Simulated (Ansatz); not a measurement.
Worked example: correlation energy of H₂Si–PH⁺, quartet

Geometry: that of the H2Si–PH, triplet, kept fixed. The doublet lies 1.8 eV lower here.

```yaml
atoms:
  - { symbol: Si, position_ang: [-0.1152, 0.0000, 1.1364] }
  - { symbol: P, position_ang: [0.1106, 0.0000, -1.0974] }
  - { symbol: H, position_ang: [0.5486, -1.2064, 1.7149] }
  - { symbol: H, position_ang: [0.5486, 1.2064, 1.7149] }
  - { symbol: H, position_ang: [-1.2866, 0.0000, -1.3719] }
```

Basis cc-pVDZ; Ansatz 0.2.0. Correlated methods freeze the noble-gas cores, which leaves 11 electrons in 41 orbitals. R marks a restricted (for open shells ROHF) determinant, U an unrestricted one.

Full CI isn't at hand for all of this; UCCSDT(Q) serves as the reference, and is uncertain by the last step of the cluster series or more.

UCCSD has a T1 diagnostic of 0.024 and a largest doubles amplitude of 0.03.

Runs differ by some tens of microhartree through their thresholds and, for an open shell, their frozen cores, so steps under 0.03 kcal/mol mean nothing.

```json
{"level": "UHF", "total energy (hartree)": "-631.027556"}
{"level": "UMP2", "total energy (hartree)": "-631.183727"}
{"level": "UCCSD", "total energy (hartree)": "-631.225089"}
{"level": "UCCSD(T)", "total energy (hartree)": "-631.230454"}
{"level": "UCCSDT", "total energy (hartree)": "-631.231842"}
{"level": "UCCSDT(Q)", "total energy (hartree)": "-631.232074"}
```

Problem. What is the correlation energy at UCCSDT(Q), and what share of it do UMP2 and UCCSDT recover?

Solution. E(corr) = -631.232074 − (-631.027556) = -0.204518 hartree = -5.565 eV. UMP2: -0.156171 / -0.204518 = 76.36 %. UCCSDT: -0.204286 / -0.204518 = 99.89 %.

Problem. By how many kcal/mol does UCCSD(T) miss UCCSDT(Q) (1 hartree = 627.509 kcal/mol), and which steps make up the rest?

Solution. -631.230454 − (-631.232074) = 0.001620 hartree = 1.02 kcal/mol. Steps: UCCSDT − UCCSD(T) = -0.87, UCCSDT(Q) − UCCSDT = -0.15 kcal/mol. Differences between like states or geometries often cancel part of this.
